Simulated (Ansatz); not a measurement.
# triplet CH(-): levels of theory in one basis

```xyz
2

C    -0.0282    0.0275   -0.6146
H     0.0168   -0.0467    0.5774
```

Basis set: def2-SVP (spherical functions). Left uncorrelated: 1 orbital. Correlation on ROHF uses semicanonical orbitals with singles. Charge -1, multiplicity 3.

Computed with Ansatz (development build ahead of 0.2.0); each method stands on the lowest determinant of its kind that the runs found.

| method | E − E(ROHF) (eV) | <S²> of the determinant |
| --- | --- | --- |
| ROHF | 0.00 | – |
| UHF | -0.16 | 2.02 |
| ROHF-MP2 | -2.66 | – |
| UHF-MP2 | -2.66 | 2.02 |
| ROHF-CCSD(T) | -3.22 | – |
| UHF-CCSD(T) | -3.22 | 2.02 |

(1) Is a single determinant a sound starting point here?

Answers

(1) By this sign, yes. Unrestricted orbitals gain 0.16 eV and <S²> is 2.02 against 2.00 for a pure state.

Caution: no diffuse functions for an anion.
